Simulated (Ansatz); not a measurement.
Two isomers of C3H4N2O: A = `Nc1ncco1`, B = `N=C=CC(=N)O`.

Gas-phase electronic energies from Ansatz, PBE0-D4/def2-TZVP geometries. CBS: MP2 limit from def2 TZ/QZ plus the TZ coupled-cluster correction, frozen cores. Functionals use def2-TZVPP. B3LYP here is the variant with VWN-RPA as its local correlation; programs differ in this. One conformer a species, not always the lowest.

A:

```xyz
10

N    -0.9340    1.1508    1.2993
C    -0.3263    0.4001    0.3394
N    -0.3497    0.5764   -0.9401
C     0.3561   -0.5099   -1.4309
C     0.7739   -1.2791   -0.4121
O     0.3317   -0.6941    0.7529
H    -0.5051    1.1270    2.2092
H    -1.2019    2.0677    0.9835
H     0.5136   -0.6524   -2.4880
H     1.3417   -2.1865   -0.3131
```

B:

```xyz
10

N    -1.2892    2.2499    0.5117
C    -0.4028    1.4293    0.4569
C     0.6031    0.5992    0.2860
C     0.4466   -0.7261   -0.2900
N     1.4475   -1.4891   -0.4384
O    -0.8448   -0.9912   -0.6154
H    -1.8608    2.2855    1.3519
H     1.5953    0.8978    0.5949
H     1.1997   -2.3857   -0.8518
H    -0.8947   -1.8696   -1.0058
```

(1) Which isomer does CCSD(T)/CBS put lower? Give the gap. (Estimate.)

(2) Give E(B) − E(A) in kJ/mol with PBE0-D4, PBE-D4, B2PLYP, r2SCAN-D4, MP2/def2-TZVPP, ωB97M-V, B3LYP-D4. (An estimate is asked.)

Largest T1 diagnostic: 0.015.

Answers

(1) Computed: A, by 103.2 kJ/mol.

(2) The calculation gave: PBE0-D4 111.5, PBE-D4 93.7, B2PLYP 91.7, r2SCAN-D4 95.0, MP2/def2-TZVPP 110.5, ωB97M-V 104.5, B3LYP-D4 86.3. None reverses the order clearly.

In def2-TZVPP, CCSD(T) changes the Hartree–Fock value by +6.3 kJ/mol (the triples alone add −0.4 kJ/mol) and MP2 by +16.1 kJ/mol. From PBE to PBE0 (25 % exact exchange), in def2-TZVPP and without D4, E(B) − E(A) moves by +18.3 kJ/mol.
